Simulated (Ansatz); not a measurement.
```yaml
crystal:
  periodic: [false, false, false]
  atoms:
    - {symbol: C, position_ang: [-2.825838, -0.223711, -2.051321]}
    - {symbol: C, position_ang: [-0.734855, -1.900777, -0.898026]}
    - {symbol: N, position_ang: [2.114869, -0.956618, -0.086317]}
    - {symbol: C, position_ang: [2.446275, 0.286729, 2.925747]}
    - {symbol: C, position_ang: [2.358713, 2.174449, 0.860753]}
    - {symbol: H, position_ang: [-4.882735, -1.163007, -2.795794]}
    - {symbol: H, position_ang: [-2.536068, 2.132136, -2.309145]}
    - {symbol: H, position_ang: [-1.029819, -4.261396, -0.650860]}
    - {symbol: H, position_ang: [2.729335, -0.516260, 5.130779]}
    - {symbol: H, position_ang: [2.542941, 4.316033, -0.119654]}
basis:
  gaussian: {orbitals: pcseg-2}
hamiltonian: {xc: {name: r2SCAN}}
```

```sh
$ ansatz run in.yaml --threads 2 --pin off --events-out ev --progress --plain --max-ram 4352MiB
```

Shortened log:

```
Functional definition: r2SCAN
1052 factors; their error is unknown
mean field evaluation 1: about -5608.5410 eV, gradient 1.2e2 eV
mean field evaluation 2: about -5221.2367 eV, gradient 2.4e2 eV
mean field evaluation 4: about -5173.7475 eV, gradient 2.2e2 eV
mean field evaluation 8: about -5665.0010 eV, gradient 9.7e0 eV
mean field evaluation 16: about -5665.3781 eV, gradient 8.4e-2 eV
mean field evaluation 32: about -5665.3781 eV, gradient 9.9e-6 eV
mean field -5665.37810072 eV, -208.1988050704 hartree, gradient 9.9e-6 eV, S^2 0.000000; 10 other end points of the search recorded, 0 dependent functions left out
reference -5665.37812942 eV, -208.1988061250 hartree; 18, 18 occupied and 202, 202 virtual orbitals, 1052 factors
Total energy: -5665.37812942 eV, -208.1988061250 hartree
```

Q: Something in this input is off. What?

A: The geometry is stretched to more than twice its size. Self-consistency was reached. The result belongs to that input, not to the molecule as meant.
